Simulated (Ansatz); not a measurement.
## [BH2F2]− (SMILES F[BH2-]F): the energy, rung by rung

[BH2F2]−: 5 atoms, total charge -1, spin state singlet. SMILES: `F[BH2-]F`. Geometry: relaxed at GFN2-xTB.

```xyz
5

F    -1.1770    0.6245    0.3832
B     0.0335    0.0143   -0.0561
F     0.4076   -0.9473    0.9267
H    -0.1719   -0.5601   -1.1189
H     0.9078    0.8687   -0.1348
```

Each level gives the energy change with the B2–H4 bond stretched from 1.225 to 2.451 Å (eV). The values are calculated.

| level | kind | program | value (eV) | less FCI/STO-3G | CPU time (all runs) |
| --- | --- | --- | --- | --- | --- |
| revPBE/STO-3G (restricted) | GGA | Ansatz | 3.29 | -1.03 | 1.8 s |
| r2SCAN0/STO-3G (restricted) | hybrid meta-GGA | Ansatz | 4.38 | +0.06 | 4.4 s |
| CAM-B3LYP/STO-3G (restricted) | range-separated hybrid | Ansatz | 4.29 | -0.03 | 2.1 s |
| wB97X/STO-3G (restricted) | range-separated hybrid | Ansatz | 4.40 | +0.08 | 7.8 s |
| RPA@PBE/STO-3G (restricted) | RPA | Ansatz | 3.72 | -0.60 | 2.8 s |
| BCCD(T)/STO-3G (restricted) | coupled cluster or CI | Ansatz | 4.32 | 0.00 | 0.35 s |
| CCSDT/STO-3G (restricted) | coupled cluster or CI | Ansatz | 4.31 | -0.01 | 0.6 s |
| CCSDTQ/STO-3G (restricted) | coupled cluster or CI | Ansatz | 4.32 | 0.00 | 20 s |
| FCI/STO-3G | exact in the basis | Ansatz | 4.32 | 0.00 | 6 s |

FCI/STO-3G is exact within its basis and frozen core, so for wave-function methods in that basis the difference is their error; functionals converge differently with the basis, so for them it is only a difference. Sets without diffuse functions describe the anion poorly. The first shape isn't each level's own minimum. The values span 3.29 to 4.40 eV. All rows use very small basis sets, so none should be taken for the real molecule's value. In so small a basis fixed costs decide the times, and correlated methods can beat functionals. CPU times are rough (shared hosts, several kinds of processor and program).
